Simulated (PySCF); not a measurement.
Results of MP2 in PySCF (GTH pseudopotentials, Gaussian basis) for diamond.

Computed at the level's own relaxed cell.

Problem. Estimate the cohesive energy, volume per atom and bulk modulus that the calculation returns.

Solution. 
- cohesive energy: 7.91 eV/atom ± 0.1
- volume per atom: 5.58 Å³/atom
- bulk modulus: 458 GPa ± 10

Measured, for comparison: cohesive energy 7.55 eV/atom (static lattice: zero-point vibration energy added; as tabulated in Mejia-Rodriguez and Trickey (2018), arXiv:1807.09216); equilibrium volume per atom 5.61 Å³/atom (static lattice: zero-point anharmonic expansion removed; as tabulated in Mejia-Rodriguez and Trickey (2018), arXiv:1807.09216); bulk modulus 455 GPa (0 K value with the zero-point phonon effect removed; as tabulated in Mejia-Rodriguez and Trickey (2018), arXiv:1807.09216). Computed (rounded) less measured: cohesive energy +0.36 eV/atom, equilibrium volume per atom -0.5 %, bulk modulus +0.7 %.

A ± is a rough bar: the spread of an extrapolation, a floor set from checks against published values, or a statistical error.

The computed numbers hold no vibrational or temperature effects.

Computing time: about 9 core-hours (a rough figure).
